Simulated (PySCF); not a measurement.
PySCF job for fluoroethene (C2H3F), SMILES C=CF, B3LYP-D3(BJ)/def2-TZVP. Geometry optimised at B3LYP-D3(BJ)/def2-TZVP.

```python
import numpy as np
from pyscf import gto, scf, dft, df
from pyscf.hessian import thermo

mol = gto.M(
    atom='''
    C     0.19868196   -1.17707997    0.00000000
    C    -0.43345574   -0.02129397    0.00000000
    F     0.22328123    1.15528724    0.00000000
    H     1.27825994   -1.23225693    0.00000000
    H    -0.37246850   -2.09348442    0.00000000
    H    -1.50667982    0.11839980    0.00000000
    ''',
    basis='def2-TZVP',
    charge=0,
    spin=0,
    max_memory=1600,
    verbose=3,
)
mf = dft.RKS(mol, xc='b3lyp').density_fit(auxbasis='def2-universal-jkfit')
mf.disp = 'd3bj'
mf.grids.level = 3
mf.conv_tol = 1e-11
mf.max_cycle = 100
mf.kernel()

# analytic Hessian; the response equations are solved on a coarser grid
h, args, fine = mf.Hessian(), (mf.mo_energy, mf.mo_coeff, mf.mo_occ), mf.grids
h.max_memory = max(150, 2.5e-5 * df.make_auxmol(mol, mf.with_df.auxbasis).nao * mol.nelec[0] * (mol.nelec[0] + mol.nao))  # MB; small integral blocks
h1ao = h.make_h1(mf.mo_coeff, mf.mo_occ)
mf.grids = dft.Grids(mol).set(level=1).build(with_non0tab=True)
mo1, mo_e1 = h.solve_mo1(*args, h1ao)
mf.grids = fine
hess = h.hess_elec(*args, mo1, mo_e1, h1ao) + h.hess_nuc()
if mf.do_disp():
    hess += h.get_dispersion()
for i in range(mol.natm):  # the analytic DFT Hessian lacks the response of the grid: restore translational invariance
    hess[i, i] -= hess[i].sum(axis=0)
hess = (hess + hess.transpose(1, 0, 3, 2)) / 2
vib = thermo.harmonic_analysis(mol, hess, imaginary_freq=False)
thermo.dump_normal_mode(mol, vib)
th = thermo.thermo(mf, vib['freq_au'][vib['freq_au'] > 0], 298.15, 101325)
thermo.dump_thermo(mol, th)
g0 = mf.nuc_grad_method().set(verbose=0).kernel()

# dipole derivatives [dipole axis, atom, xyz] from the same response
r, irp = mol.intor('int1e_r'), mol.intor('int1e_irp').reshape(3, 3, mol.nao, mol.nao)
sl, dm0, ok = mol.aoslice_by_atom(), np.array(mf.make_rdm1()), []
dmu = np.einsum('a,xt->xat', mol.atom_charges(), np.eye(3))
for a, (_, _, p0, p1) in enumerate(sl):
    dmu[:, a] += 2 * np.einsum('xtij,ij->xt', irp[:, :, :, p0:p1], dm0.reshape(-1, mol.nao, mol.nao).sum(0)[:, p0:p1])
    for u, c, occ, f in [(mo1, mf.mo_coeff, mf.mo_occ, 4)]:
        dmu[:, a] -= f * np.einsum('tui,xuv,vi->xt', u[a], r, c[:, occ > 0], optimize=True)
L = vib['norm_mode']
ir = 974.8801 * (np.einsum('xat,kat->kx', dmu, L) ** 2).sum(1)       # km/mol
apt = np.einsum('xax->a', dmu) / 3
print('mode   freq/cm-1   IR/(km/mol)')
for k, w in enumerate(vib['freq_wavenumber']):
    print(f'{k + 1:4d} {w:11.2f} {ir[k]:13.3f}')
print('max |gradient| / (hartree/bohr):', abs(g0).max())
print('APT charges:', apt.round(4))
```

Output:

```
converged SCF energy = -177.909980884723

WARN: DFTD3 does not support analytical Hessian, using finite difference


WARN: Mole.unit (angstrom) is changed to Bohr

Mode                                 0                   1                   2
Irrep
Freq [cm^-1]                      489.0088            730.0913            893.8947
Reduced mass [au]                   2.4009              1.4623              1.3881
Force const [Dyne/A]                0.3383              0.4593              0.6535
Char temp [K]                     703.5747           1050.4389           1286.1155
Normal mode                   x     y     z       x     y     z       x     y     z
       0   C                -0.02 -0.11 -0.00    0.00 -0.00 -0.02   -0.00 -0.00 -0.15
       1   C                 0.13 -0.01 -0.00    0.00 -0.00  0.15   -0.00 -0.00  0.06
       2   F                -0.06  0.10  0.00   -0.00  0.00 -0.05    0.00  0.00 -0.00
       3   H                -0.04 -0.49 -0.00   -0.00 -0.00  0.37    0.00  0.00  0.61
       4   H                -0.33  0.08  0.00   -0.00  0.00 -0.69    0.00 -0.00  0.57
       5   H                 0.12 -0.09  0.00    0.00 -0.00 -0.22   -0.00  0.00 -0.07
Mode                                 3                   4                   5
Irrep
Freq [cm^-1]                      939.6899            964.5048           1168.5183
Reduced mass [au]                   2.1750              1.1158              3.0025
Force const [Dyne/A]                1.1316              0.6116              2.4155
Char temp [K]                    1352.0046           1387.7077           1681.2377
Normal mode                   x     y     z       x     y     z       x     y     z
       0   C                -0.06 -0.13  0.00   -0.00 -0.00  0.01    0.08  0.01  0.00
       1   C                -0.03 -0.06 -0.00    0.00 -0.00 -0.09   -0.17 -0.09 -0.00
       2   F                 0.04  0.12  0.00    0.00  0.00  0.00    0.07  0.07  0.00
       3   H                -0.02  0.33 -0.00   -0.00  0.00  0.46    0.05 -0.35 -0.00
       4   H                 0.37 -0.40 -0.00    0.00 -0.00 -0.25   -0.15  0.14 -0.00
       5   H                -0.00  0.12 -0.00    0.00  0.00  0.79   -0.19 -0.27  0.00
Mode                                 6                   7                   8
Irrep
Freq [cm^-1]                     1336.6792           1417.4143           1711.6305
Reduced mass [au]                   1.1589              1.1792              4.7019
Force const [Dyne/A]                1.2200              1.3959              8.1160
Char temp [K]                    1923.1838           2039.3436           2462.6552
Normal mode                   x     y     z       x     y     z       x     y     z
       0   C                 0.08 -0.03  0.00    0.04 -0.03  0.00   -0.08  0.16 -0.00
       1   C                -0.06  0.02 -0.00    0.00 -0.10 -0.00    0.06 -0.19  0.00
       2   F                -0.02 -0.01  0.00   -0.00  0.02 -0.00    0.00  0.02 -0.00
       3   H                 0.06 -0.41 -0.00    0.06  0.52 -0.00   -0.13 -0.18  0.00
       4   H                 0.15 -0.09  0.00   -0.54  0.34 -0.00    0.21  0.01  0.00
       5   H                 0.04  0.80 -0.00    0.07  0.38 -0.00    0.15  0.16 -0.00
Mode                                 9                  10                  11
Irrep
Freq [cm^-1]                     3168.4967           3200.5601           3262.4039
Reduced mass [au]                   1.0575              1.0990              1.1174
Force const [Dyne/A]                6.2550              6.6331              7.0071
Char temp [K]                    4558.7613           4604.8934           4693.8729
Normal mode                   x     y     z       x     y     z       x     y     z
       0   C                -0.03  0.05  0.00   -0.02  0.01 -0.00    0.08  0.05 -0.00
       1   C                -0.02 -0.00 -0.00    0.08 -0.02  0.00    0.01 -0.00  0.00
       2   F                -0.00 -0.00  0.00    0.00  0.00 -0.00   -0.00 -0.00 -0.00
       3   H                 0.69 -0.03 -0.00    0.24 -0.01 -0.00   -0.61  0.04  0.00
       4   H                -0.34 -0.54 -0.00   -0.03 -0.04 -0.00   -0.37 -0.60 -0.00
       5   H                 0.22 -0.03 -0.00   -0.91  0.13 -0.00   -0.12  0.02  0.00
temperature 298.1500 [K]
pressure 101325.00 [Pa]
Rotational constants [GHz] 65.58486 10.61866 9.13899
Symmetry number 1
Zero-point energy (ZPE) 0.04393 [Eh]   115337.311 [J/mol]
                           tot       elec      trans        rot        vib
Entropy [J/mol/K]       252.203      0.000    156.507     89.751      5.944
Cv [J/mol/K]             41.319      0.000     12.472     12.472     16.375
Cp [J/mol/K]             49.633      0.000     20.786     12.472     16.375
Internal energy [J/mol]                      3718.434   3718.434 116689.487
Internal energy [Eh]   -177.86270  -177.90998
Enthalpy [J/mol]                             6197.391   3718.434 116689.487
Enthalpy [Eh]          -177.86176
Gibbs free energy [J/mol]                  -40465.315 -23040.842 114917.244
Gibbs free energy [Eh] -177.89040
mode   freq/cm-1   IR/(km/mol)
   1      489.01         3.951
   2      730.09         4.350
   3      893.89        51.188
   4      939.69        45.346
   5      964.50        33.830
   6     1168.52       101.746
   7     1336.68         1.540
   8     1417.41         4.944
   9     1711.63       106.503
  10     3168.50         0.944
  11     3200.56         6.742
  12     3262.40         1.700
max |gradient| / (hartree/bohr): 0.0001370992821760453
APT charges: [-0.2386  0.5651 -0.5166  0.0766  0.0644  0.049 ]
```

The calculation finished and met its thresholds.

Cost: about 70 core-seconds (a rough figure).
